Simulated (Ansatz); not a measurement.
in.yaml

```yaml
crystal:
  periodic: [false, false, false]
  atoms:
    - {symbol: B, position_ang: [0.000003, -0.225787, 1.245205]}
    - {symbol: Ga, position_ang: [-0.000047, -0.052629, -0.755042]}
    - {symbol: S, position_ang: [-0.000012, -0.077517, -2.768972]}
    - {symbol: H, position_ang: [0.000056, 0.355934, 2.278809]}
basis:
  gaussian: {orbitals: 6-31G}
magnetization: {spin_polarized: false, initial_magnetization: 3}
correlation: {method: bccd_t, electrons: valence}
```

```sh
$ ansatz run in.yaml --threads 1 --pin off --events-out ev --progress --plain --max-ram 2393MiB
```

Output:

```
553 factors; integrals over basis functions are off by at most 2.5e-4 eV
mean field evaluation 1: about -63822.7044 eV, gradient 1.5e1 eV
mean field evaluation 2: about -63822.7478 eV, gradient 1.5e1 eV
mean field evaluation 4: about -63825.1639 eV, gradient 3.7e0 eV
mean field evaluation 8: about -63825.6679 eV, gradient 1.3e0 eV
mean field evaluation 16: about -63825.7884 eV, gradient 5.8e-2 eV
mean field evaluation 32: about -63825.7886 eV, gradient 3.8e-5 eV
mean field evaluation 64: about -63825.7648 eV, gradient 5.0e-1 eV
mean field evaluation 96: about -63825.7934 eV, gradient 1.8e-1 eV
mean field evaluation 128: about -63825.8445 eV, gradient 2.1e-2 eV
mean field evaluation 160: about -63825.7886 eV, gradient 3.5e-4 eV
...
mean field evaluation 1024: about -63824.8154 eV, gradient 2.7e0 eV
determinant -63825.84453348 eV, -2345.5565238941 hartree, with singles and doubles -63833.58814898 eV, -2345.8410965149 hartree
determinant -63825.78855690 eV, -2345.5544667927 hartree, with singles and doubles -63833.55395807 eV, -2345.8398400223 hartree
determinant -63823.60567088 eV, -2345.4742472112 hartree, with singles and doubles -63830.97981637 eV, -2345.7452420594 hartree
determinant -63823.60025473 eV, -2345.4740481715 hartree, with singles and doubles -63830.99841613 eV, -2345.7459255882 hartree
determinant -63823.35066922 eV, -2345.4648760731 hartree, with singles and doubles -63830.76975915 eV, -2345.7375225989 hartree
determinant -63823.32563260 eV, -2345.4639559940 hartree, with singles and doubles -63830.69221056 eV, -2345.7346727411 hartree
determinant -63823.21762349 eV, -2345.4599867326 hartree, with singles and doubles -63830.96367417 eV, -2345.7446488445 hartree
determinant -63823.15790018 eV, -2345.4577919415 hartree, with singles and doubles -63830.88294298 eV, -2345.7416820281 hartree
determinant -63822.83679782 eV, -2345.4459916474 hartree, with singles and doubles -63830.56564625 eV, -2345.7300215885 hartree
determinant -63822.82163370 eV, -2345.4454343763 hartree, with singles and doubles -63830.52749752 eV, -2345.7286196485 hartree
determinant -63822.73501414 eV, -2345.4422511661 hartree, with singles and doubles -63830.25933271 eV, -2345.7187647733 hartree
determinant -63822.40363375 eV, -2345.4300731615 hartree, with singles and doubles -63829.88143890 eV, -2345.7048774321 hartree
determinant -63825.84453348 eV, -2345.5565238941 hartree, with singles and doubles -63833.58819804 eV, -2345.8410983180 hartree
determinant -63825.78855690 eV, -2345.5544667927 hartree, with singles and doubles -63833.55467736 eV, -2345.8398664557 hartree
15 core orbitals not correlated: weight in the atoms' cores, before any rotation towards them, 1.000 or more for the frozen orbitals, at most 0.000 for the correlated occupied ones
reference -63825.84453348 eV, -2345.5565238941 hartree; 13, 10 occupied and 25, 28 virtual orbitals, 553 factors
second order -7.43426575 eV of doubles, -0.06379655 eV of singles
cycle   1  -7.72733638 eV  change    1.6e-2 eV  update   9.6e-3
cycle   2  -7.72059260 eV  change    6.7e-3 eV  update   2.8e-3
cycle   3  -7.72087783 eV  change   -2.9e-4 eV  update   1.8e-3
cycle   4  -7.71935431 eV  change    1.5e-3 eV  update   9.7e-4
cycle   5  -7.72004194 eV  change   -6.9e-4 eV  update   4.5e-4
cycle   6  -7.71993565 eV  change    1.1e-4 eV  update   1.6e-4
cycle   7  -7.71992958 eV  change    6.1e-6 eV  update   6.7e-5
cycle   8  -7.71993429 eV  change   -4.7e-6 eV  update   3.1e-5
cycle   9  -7.71994430 eV  change   -1.0e-5 eV  update   1.5e-5
perturbative correction -0.19445765 eV, -0.0071461868 hartree
Total energy: -63833.75893543 eV, -2345.8473728012 hartree
```

Ran on 1 thread of Arm Neoverse N1, shared host: 55 s wall, 0.17 GiB peak host memory.
